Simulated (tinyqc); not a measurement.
CIS on RHF in the sto-3g basis, frozen core, for OH-, spin multiplicity 1, step by step. The basis has no diffuse functions, so it cannot describe the extra electron: this is an exercise in the method, not the real anion. One step of it, computed by the program tinyqc.

Task: Iteration 1: building the Fock matrix. J_ij = sum D_kl (ij|kl), K_ij = sum D_kl (ik|jl); F = H + J - 0.5 K; E = tr D H + tr D J / 2 - 0.25 tr D K + E_nn.

D at the start:
```
            1O 1s      1O 2s    1O 2px    1O 2py     1O 2pz      2H 1s
1O 1s    2.078948  -0.314507  0.000000  0.000000   0.131466  -0.192259
1O 2s   -0.314507   1.370933  0.000000  0.000000  -0.500722   0.497959
1O 2px   0.000000   0.000000  2.000000  0.000000   0.000000   0.000000
1O 2py   0.000000   0.000000  0.000000  2.000000   0.000000   0.000000
1O 2pz   0.131466  -0.500722  0.000000  0.000000   1.670281   0.273021
2H 1s   -0.192259   0.497959  0.000000  0.000000   0.273021   0.323436
```

core Hamiltonian H = T + V (hartree):
```
             1O 1s      1O 2s     1O 2px     1O 2py     1O 2pz      2H 1s
1O 1s   -32.197408  -7.488888   0.000000   0.000000  -0.017214  -1.929013
1O 2s    -7.488888  -8.815547   0.000000   0.000000  -0.198436  -3.817153
1O 2px    0.000000   0.000000  -6.975562   0.000000   0.000000   0.000000
1O 2py    0.000000   0.000000   0.000000  -6.975562   0.000000   0.000000
1O 2pz   -0.017214  -0.198436   0.000000   0.000000  -7.115394  -2.605676
2H 1s    -1.929013  -3.817153   0.000000   0.000000  -2.605676  -4.919244
```

Two-electron integrals (ij|kl) in chemists' order, unique and non-zero (hartree):
```
(11|11) 4.785065   (21|11) 0.741380   (21|21) 0.136873   (22|11) 1.118947
(22|21) 0.256633   (22|22) 0.817206   (31|31) 0.024477   (32|31) 0.037809
(32|32) 0.180518   (33|11) 1.115814   (33|21) 0.256684   (33|22) 0.817023
(33|33) 0.880159   (41|41) 0.024477   (42|41) 0.037809   (42|42) 0.180518
(43|43) 0.047444   (44|11) 1.115814   (44|21) 0.256684   (44|22) 0.817023
(44|33) 0.785270   (44|44) 0.880159   (51|51) 0.024477   (52|51) 0.037809
(52|52) 0.180518   (53|53) 0.047444   (54|54) 0.047444   (55|11) 1.115814
(55|21) 0.256684   (55|22) 0.817023   (55|33) 0.785270   (55|44) 0.785270
(55|55) 0.880159   (61|11) 0.192813   (61|21) 0.035263   (61|22) 0.065584
(61|33) 0.065462   (61|44) 0.065462   (61|51) 0.001608   (61|52) 0.002996
(61|55) 0.065834   (61|61) 0.009201   (62|11) 0.438212   (62|21) 0.101628
(62|22) 0.354716   (62|33) 0.348966   (62|44) 0.348966   (62|51) 0.007553
(62|52) 0.056082   (62|55) 0.365890   (62|61) 0.026625   (62|62) 0.185724
(63|31) 0.011002   (63|32) 0.062688   (63|53) 0.011849   (63|63) 0.027471
(64|41) 0.011002   (64|42) 0.062688   (64|54) 0.011849   (64|64) 0.027471
(65|11) 0.302060   (65|21) 0.071007   (65|22) 0.264788   (65|33) 0.252596
(65|44) 0.252596   (65|51) 0.015672   (65|52) 0.102761   (65|55) 0.288885
(65|61) 0.019481   (65|62) 0.168418   (65|65) 0.178593   (66|11) 0.555634
(66|21) 0.130946   (66|22) 0.520907   (66|33) 0.499671   (66|44) 0.499671
(66|51) 0.013380   (66|52) 0.133665   (66|55) 0.562761   (66|61) 0.034668
(66|62) 0.333069   (66|65) 0.345353   (66|66) 0.774606
```

nuclear repulsion = 4.65722518 hartree

Give: Coulomb J; exchange K; Fock matrix F; total energy of this density.

Result:

Coulomb J (hartree):
```
          1O 1s    1O 2s  1O 2px  1O 2py   1O 2pz   2H 1s
1O 1s   18.0495   3.4313  0.0000  0.0000  -0.0116  0.8826
1O 2s    3.4313   8.5590  0.0000  0.0000  -0.0168  3.6606
1O 2px   0.0000   0.0000  8.5427  0.0000   0.0000  0.0000
1O 2py   0.0000   0.0000  0.0000  8.5427   0.0000  0.0000
1O 2pz  -0.0116  -0.0168  0.0000  0.0000   8.5684  2.7099
2H 1s    0.8826   3.6606  0.0000  0.0000   2.7099  5.3527
```

exchange K (hartree):
```
         1O 1s    1O 2s  1O 2px  1O 2py   1O 2pz   2H 1s
1O 1s   9.7728   1.7163  0.0000  0.0000   0.0095  0.4521
1O 2s   1.7163   2.6719  0.0000  0.0000  -0.1337  1.2902
1O 2px  0.0000   0.0000  2.2826  0.0000   0.0000  0.0000
1O 2py  0.0000   0.0000  0.0000  2.2826   0.0000  0.0000
1O 2pz  0.0095  -0.1337  0.0000  0.0000   2.2463  0.8411
2H 1s   0.4521   1.2902  0.0000  0.0000   0.8411  1.2591
```

Fock matrix F (hartree):
```
           1O 1s    1O 2s  1O 2px  1O 2py   1O 2pz    2H 1s
1O 1s   -19.0343  -4.9157  0.0000  0.0000  -0.0336  -1.2724
1O 2s    -4.9157  -1.5925  0.0000  0.0000  -0.1484  -0.8016
1O 2px    0.0000   0.0000  0.4259  0.0000   0.0000   0.0000
1O 2py    0.0000   0.0000  0.0000  0.4259   0.0000   0.0000
1O 2pz   -0.0336  -0.1484  0.0000  0.0000   0.3298  -0.3163
2H 1s    -1.2724  -0.8016  0.0000  0.0000  -0.3163  -0.1961
```

total energy of this density = -73.738656 hartree
